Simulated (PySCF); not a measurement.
methyl formate (C2H4O2), SMILES COC=O. Geometry: ωB97X-D3(BJ)/def2-SVP. Other conformers were not sampled.

Computed with ωB97X-D3(BJ)/def2-SVP in PySCF.

Harmonic wavenumbers (cm⁻¹): 136, 309, 346, 796, 993, 1058, 1183, 1201, 1291, 1409, 1470, 1471, 1485, 1887, 3079, 3087, 3178, 3215. Rotational constants (GHz): 20.21, 6.914, 5.326; symmetry number 1.

Q: Work out the zero-point energy and the ideal-gas rigid-rotor harmonic-oscillator thermochemistry at 298.15 K and 1 atm.

A: ZPE = ½ Σ hcν = ½ × 27595 cm⁻¹ = 39.45 kcal/mol. H − E(el) = 42.86 kcal/mol. Entropy in cal/(mol K): translation 38.20, rotation 23.58, vibration 5.96, total 67.74. G − E(el) = 22.66 kcal/mol. Cp = 15.40 cal/(mol K). Modes under 150 cm⁻¹ make the vibrational entropy uncertain.
